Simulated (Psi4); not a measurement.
# UCCSD(T)/6-31G(d) (Cartesian functions, sweep point 7) run of AlNH3 (SMILES [NH2][AlH])

Wanted: the energy of AlNH3. The job is set up through a Python script.

Program for the calculation: Psi4 1.11.

## (1) The system as given

AlNH3 has 5 atoms, charge 0, and is taken as a doublet. SMILES: `[NH2][AlH]`. The shape is that of a PBE0-D4/def2-TZVP optimisation. This is one conformer, not always the lowest.

Bond lengths: N1–Al2 1.774 Å, N1–H3 1.007 Å, N1–H4 1.009 Å, Al2–H5 1.604 Å. Angles: N1–Al2–H5 115.7°, Al2–N1–H3 125.4°, Al2–N1–H4 124.3°, H3–N1–H4 110.2°.

## (2) A single-point energy at UCCSD(T)/6-31G(d) (Cartesian functions, sweep point 7)

Input file calc.py:

```python
import psi4

psi4.set_memory(1600000000)
psi4.set_num_threads(1)
psi4.core.set_output_file('psi4.out', False)

molecule = psi4.geometry("""
0 2
N     -0.116600    -0.660800     0.175100
Al     0.836600     0.833900     0.120800
H      0.148500    -1.505300     0.655500
H     -1.010300    -0.782800    -0.277400
H      0.191800     2.041400    -0.715400
units angstrom
symmetry c1
""")

options = {'basis': '6-31G*', 'reference': 'uhf', 'scf_type': 'pk', 'num_frozen_docc': 6, 'guess': 'sapgau'}
psi4.set_options(options)

result, w = psi4.energy("ccsd(t)", return_wfn=True)
print('E =', round(result, 9))
```

Run with:

```sh
$ python calc.py
```

**Question.** What will come out? Wanted: total energy; HOMO energy; LUMO energy; correlation energy; (T) correction; ⟨S²⟩ of the reference determinant; T1 diagnostic.

**Answer.** As computed:

Level: UCCSD(T)/6-31G* (Cartesian functions, sweep point 7), 6 core orbitals frozen.

```
                                                  quantity          value
                                              total energy  -298.31996 Eh
HOMO energy (Hartree–Fock orbitals) (highest over α and β)       -8.02 eV
 LUMO energy (Hartree–Fock orbitals) (lowest over α and β)        1.33 eV
               correlation energy (6 core orbitals frozen)     -233.0 mEh
                                            (T) correction      -5.12 mEh
                         ⟨S²⟩ of the reference determinant          0.754
                                             T1 diagnostic          0.026
```

What this shows: The triples make up 2.2 % of the correlation energy.
